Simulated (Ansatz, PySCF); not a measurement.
Gas-phase reaction (SMILES): COC [methoxymethane] + H+ -> C[OH+]C; protonation at O, whose ΔH is minus the proton affinity.

Each molecule is optimised on its own at B3LYP-D3(BJ)/def2-TZVP (Ansatz, a program for electronic structure). Correlated levels leave the core frozen unless marked. Spin-orbit coupling is left out. No relativistic terms. CBS(X,Y): correlation extrapolated as X^-3; Hartree-Fock from the larger set. [CCSD(T)-MP2]/basis is that difference in the basis named. Thermal terms are rigid-rotor harmonic-oscillator values from B3LYP-D3(BJ) frequencies (PySCF) at 298.15 K and 1 atm. 1 Eh = 627.5095 kcal/mol. The proton has no electrons: its energy is zero and its thermal terms are those of translation.

```
species  E, RI-MP2/CBS(cc-pVTZ,cc-pVQZ)+[CCSD(T)-MP2]/cc-pVTZ (Ansatz) (Eh)  E, PBE-D3(BJ)/def2-TZVPD (Ansatz + dftd3) (Eh)  H - E (Eh)  G - E (Eh)
-------  ------------------------------------------------------------------  ----------------------------------------------  ----------  ----------
COC                                                              -154.85957                                      -154.89379     0.08470     0.05467
H+                                                                  0.00000                                         0.00000     0.00236    -0.01000
C[OH+]C                                                          -155.17273                                      -155.20212     0.09849     0.06668
```

**Question.** Work out ΔE and ΔH, ΔG, ΔS and the equilibrium constant at 298.15 K at the first level, then ΔH at the second.

**Answer.** 
1. ΔE = [(-155.17273)] - [(-154.85957) + (0.00000)] = -0.31316 Eh = -196.5 kcal/mol at RI-MP2/CBS(cc-pVTZ,cc-pVQZ)+[CCSD(T)-MP2]/cc-pVTZ.
2. The terms H - E add up to 0.01143 Eh, so ΔH = (-0.31316 + (0.01143))×627.5095 = -189.3 kcal/mol.
3. The terms G - E add up to 0.02201 Eh, so ΔG = -182.7 kcal/mol, and ΔS = (0.01143 - (0.02201))×627509.5/298.15 = -22.3 cal/(mol K).
4. log10 K = -ΔG/(RT ln 10) = 133.9, with RT ln 10 = 1.3642 kcal/mol.
5. At PBE-D3(BJ)/def2-TZVPD the same steps give ΔE = -193.5 and ΔH = -186.3 kcal/mol, a shift of +3.0 from the first level.
6. These values are not checked against measurement here, since the tables used lack a sound gas-phase enthalpy of formation for at least one species, or one in the same ion convention.
